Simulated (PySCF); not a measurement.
# Chlorine: a sound run and one with changed settings

Sound run: Cl [Ne] 3s2 3p5, Cl⁺ [Ne] 3s2 3p4. Calculation: PySCF 2.14, in cc-pV(T+d)Z (5s4p3d1f, 39 functions); no relativity, point nucleus. The sound run starts from symmetry-adapted Hartree-Fock orbitals and uses a fine grid where one is needed.

Changed run: radial step 0.5 in ln r (0.13 in the sound run). This setting is unsound on purpose.

| species | method | sound run (hartree) | changed run (hartree) | converged |
| --- | --- | --- | --- | --- |
| Cl | UHF | -459.48556 | -459.48556 | yes |
| Cl | BP86 | -460.19819 | -460.19771 | yes |
| Cl | PBE0 | -460.00525 | -460.00688 | yes |
| Cl⁺ | UHF | -459.05290 | -459.05290 | yes |
| Cl⁺ | BP86 | -459.71661 | -459.71620 | yes |
| Cl⁺ | PBE0 | -459.52914 | -459.53080 | yes |

Ionisation energy of Cl:

```tsv
method	sound run (eV)	changed run (eV)
UHF	11.773	11.773
BP86	13.104	13.103
PBE0	12.955	12.955
```

A coarse radial grid mis-integrates the density and the exchange-correlation energy, with errors of either sign; Hartree-Fock needs no grid.

For comparison, NIST gives 12.968 eV between the lowest levels.
